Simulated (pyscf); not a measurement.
Thermochemistry of product channels of F–GeH₂• (SMILES [F][GeH2]) + H₂ (SMILES [H][H]) on the doublet surface, in kJ/mol, from ωB97M-D3(BJ)/def2-TZVP energies (ideal gas, 1 atm, RRHO with modes under 100 cm⁻¹ raised to 100, one conformer, R ln 2 for chiral ones without a mode under 150 cm⁻¹). Structures and frequencies: ωB97X-D3(BJ)/def2-SVP in PySCF.

| products | ΔE | ΔH(298 K) | ΔG(600 K) | ΔG(1200 K) |
|---|---|---|---|---|
| GeH₂ (SMILES [GeH2]) [singlet] + HF (SMILES F) + H• (SMILES [H]) | +298.3 | +288.5 | +218.9 | +148.1 |
| GeH₃• (SMILES [GeH3]) + HF (SMILES F) | +37.2 | +45.9 | +41.0 | +39.3 |

These are energies of the channels, which say nothing of barriers. Elements up to Kr have no core potential and no relativistic terms here.
